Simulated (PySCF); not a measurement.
# Two probes of the same atoms: core binding energy and nuclear shielding

Species: C4H5F.
Atom-mapped SMILES: `[CH3:1][C@@H:2]1[CH:3]=[C:4]1[F:5]`

Binding energies: PySCF, delta-SCF UKS SCAN, pcX-2 on the ionised atom, pcseg-1 elsewhere, spin-free X2C. Shieldings: GIAO PBE0/pcSseg-1, non-relativistic, same geometry.

```json
{"atom": "C1", "isotropic shielding (ppm)": "160.0"}
{"atom": "C2", "isotropic shielding (ppm)": "154.5"}
{"atom": "C3", "isotropic shielding (ppm)": "103.3"}
{"atom": "C4", "isotropic shielding (ppm)": "25.5"}
```

What are the C 1s binding energies of these atoms?

```json
{"atom": "C1", "environment": "methyl carbon", "C 1s (eV)": "290.68", "isotropic shielding (ppm)": "160.0"}
{"atom": "C3", "environment": "alkene CH carbon", "C 1s (eV)": "290.76", "isotropic shielding (ppm)": "103.3"}
{"atom": "C2", "environment": "allylic carbon", "C 1s (eV)": "291.46", "isotropic shielding (ppm)": "154.5"}
{"atom": "C4", "environment": "vinylic C–F carbon", "C 1s (eV)": "293.12", "isotropic shielding (ppm)": "25.5"}
```

Among the listed atoms, is the one with the highest binding energy also the least shielded?

Yes: C4 has both (293.12 eV, 25.5 ppm).

By binding energy: C1 < C3 < C2 < C4. By shielding: C4 < C3 < C2 < C1.

Spin contamination (⟨S²⟩ against 0.75 for a pure doublet) is marked for C 1s of C4 (0.86), which makes this value less certain. Geometry: PBE0-D3(BJ)/def2-SVP; no solvent, vibrations or thermal averaging.
